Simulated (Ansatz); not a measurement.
# SiPH (singlet): wave-function methods side by side at distance Si1–P2 = 4.347 Å, 6-31G

Aim: climb from Hartree-Fock through coupled cluster and multireference methods for SiPH (singlet) at one geometry and basis, and see what each rung misses.

Computed with Ansatz 0.2.0, Gaussian basis. Level: 6-31G, core rule «outside noble gas», up to 10 orbitals frozen.

The runs, in order: UHF; CCSD(T) on RHF; CCSD(T) on UHF; BCCD(T) on RHF; CISD; CCSDT(Q) on RHF; CCSDT(Q) on UHF; CISDTQ; CCSDTQ on RHF; CASSCF and MRCISD+Q, 2 electrons in 2 orbitals; CASSCF and NEVPT2, 2 electrons in 2 orbitals; CASSCF and MRCISD+Q, 10 electrons in 9 orbitals; CASSCF and NEVPT2, 10 electrons in 9 orbitals; Full CI.

19 further runs of the same task are left out: 1 for a known fault of the program, 15 that didn't finish, 3 set aside as unsound or not needed.

## 1. What is computed

The geometry derives from a PBE0/def2-TZVP stationary point (not a proven minimum). One bond is set to the value named and the two fragments are kept rigid.

3 atoms, charge 0, spin multiplicity 1.

Atoms are counted from 1 here; the program's logs count them from 0.

Bond lengths: Si1–H3 1.483 Å.

## 2. UHF

Contents of in.yaml:

```yaml
crystal:
  periodic: [false, false, false]
  atoms:
    - {symbol: Si, position_ang: [0.000000, 0.000000, 0.954667]}
    - {symbol: P, position_ang: [0.000000, 0.000000, -3.392333]}
    - {symbol: H, position_ang: [0.000000, 0.000000, 2.437667]}
basis:
  gaussian: {orbitals: 6-31G}
magnetization: {spin_polarized: true, initial_magnetization: 0}
hamiltonian: {xc: hf}
output: {orbitals: {seedname: orbitals}}
```

The run is started by

```bash
> ansatz run in.yaml --threads 1 --pin off --events-out ev --progress --plain --max-ram 2393MiB
```

The runs that follow: CCSD(T) on RHF; CCSD(T) on UHF; BCCD(T) on RHF; CISD; CCSDT(Q) on RHF; CCSDT(Q) on UHF; CISDTQ; CCSDTQ on RHF; CASSCF and MRCISD+Q, 2 electrons in 2 orbitals; CASSCF and NEVPT2, 2 electrons in 2 orbitals; CASSCF and MRCISD+Q, 10 electrons in 9 orbitals; CASSCF and NEVPT2, 10 electrons in 9 orbitals; Full CI.

Q: Predict the results of all the runs planned. Wanted: FCI below the RHF energy; RMP2 from FCI; RCCSD from FCI; RCCSD(T) from FCI; RCCSDT(Q) from FCI; NEVPT2 valence from FCI; MRCISD+Q valence from FCI; T1 diagnostic; effectively unpaired electrons.

As calculated:

| quantity | value |
| --- | --- |
| FCI below the RHF energy | -6.2726 eV |
| RMP2 from FCI | +2734.5 meV |
| RCCSD from FCI | +1047.6 meV |
| RCCSD(T) from FCI | +641.8 meV |
| RCCSDT(Q) from FCI | +784.5 meV |
| NEVPT2 valence from FCI | +278.3 meV |
| MRCISD+Q valence from FCI | +2.1 meV |
| levels within 1 kcal/mol (43 meV) | MRCISD valence, MRCISD+Q valence |
| T1 diagnostic | 0.069 |
| effectively unpaired electrons | 5.90 |

In words: RCCSD(T) misses by +641.8 meV, 10.2 % of the correlation energy. The occupations show strong static correlation (5.9 unpaired electrons where one determinant has 0). Of the multireference levels listed MRCISD+Q valence comes nearest in total energy (+2.1 meV), which doesn't show that its space is the better one. Coupled cluster took another determinant than the lowest Hartree-Fock one. These misses are within one basis, not against nature.
